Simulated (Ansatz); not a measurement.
# CHNO: the cost of one run

Program: Ansatz 0.2.0. Level of theory: MRCISD+Q on CASSCF(6,6), Gaussian basis cc-pVTZ, and further levels as typed in the inputs. These are calculated values, not measurements.

## Step 1: The structure to begin with

Bond lengths: H1–N2 1.006 Å, N2–C3 1.222 Å, C3–O4 1.170 Å. Angles: H1–N2–C3 121.9°, N2–C3–O4 172.1°.

Structure file:

```xyz
4

H    -0.5892    0.8224    0.0000
N    -0.0187   -0.0058    0.0000
C     1.2015    0.0502    0.0000
O     2.3664   -0.0567    0.0000
```

## Step 2: Single point: CHNO, charge +2

It takes the final geometry of an earlier run.

File input.yaml:

```yaml
crystal:
  periodic: [false, false, false]
  atoms:
    - { symbol: H, position_ang: [-0.58917157, 0.82239624, 0.0] }
    - { symbol: "N", position_ang: [-0.01874749, -0.0058348, 0.0] }
    - { symbol: C, position_ang: [1.20153105, 0.05015042, 0.0] }
    - { symbol: O, position_ang: [2.36638801, -0.05671185, 0.0] }
total_charge: 2
basis:
  gaussian: { orbitals: cc-pVTZ }
hamiltonian:
  xc: hf
correlation:
  method: fic_mrcisd_q
  active_space:
    window: { electrons: 6, orbitals: 6 }
    states:
      - { multiplicity: 3, weights: [1, 1, 1] }
      - { multiplicity: 1, weights: [1, 1, 1] }
```

Command:

```console
$ ansatz run input.yaml --threads 4 --pin off --max-ram 12288MiB --backend cpu --events-out ev --progress --plain --runs-dir out
```

What time and memory should one allow on 4 threads of AMD EPYC 7R43 (Zen 3), shared host?

About 13 s, with a peak of 0.48 GiB.
